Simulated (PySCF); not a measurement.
Butyrate, C₄H₇O₂ (charge -1).
Structure used (PBE0-D3(BJ)/def2-SVP), in Å, numbered top down from 1:
```xyz
13
C4H7O2 angstrom
C     -1.4791    0.1457    0.4038
C     -0.4863   -0.9255   -0.0233
C      0.7086   -0.3535   -0.7714
C      1.6735    0.5302    0.0976
O      1.4343    0.5546    1.3250
O      2.5774    1.0952   -0.5418
H     -2.3303   -0.2724    0.9697
H     -1.8887    0.6850   -0.4691
H     -0.9435    0.8642    1.0421
H     -0.9996   -1.6988   -0.6293
H     -0.0987   -1.4168    0.8847
H      0.3852    0.2538   -1.6374
H      1.3233   -1.1669   -1.1986
```

Level: PBE0/pcSseg-1 in PySCF, non-relativistic, on one gas-phase PBE0-D3(BJ)/def2-SVP geometry that isn't relaxed in the solvent. The solvent is an IEF-PCM continuum (van der Waals radii × 1.2). Only the electrostatic response of the medium enters.

| run | E − E(gas) (kcal/mol) | HOMO (eV) | HOMO–LUMO gap (eV) |
| --- | --- | --- | --- |
| gas | 0.00 | -1.01 | 6.38 |
| P | -31.33 | -3.57 | 7.18 |
| Q | -62.97 | -6.01 | 8.09 |

Task: The runs were made in cyclohexane and methanol. Which run belongs to which solvent?

Result: P = cyclohexane, Q = methanol. The dielectric constants are 2.017 (cyclohexane), 32.61 (methanol), and the energy falls further as ε rises. In this model the ground state sees the solvent through ε alone.

Task: How constant is the ratio of the lowering to 1 − 1/ε?

Result: 
| solvent | 1 − 1/ε | E − E(gas) (kcal/mol) | ratio (kcal/mol) | polarisation term (kcal/mol) |
| --- | --- | --- | --- | --- |
| cyclohexane | 0.504 | -31.33 | -62.2 | -31.84 |
| methanol | 0.969 | -62.97 | -65.0 | -65.86 |

The ratio changes by +4.5 % in size from cyclohexane to methanol. The polarisation term is half the interaction of the solute with the induced surface charges.
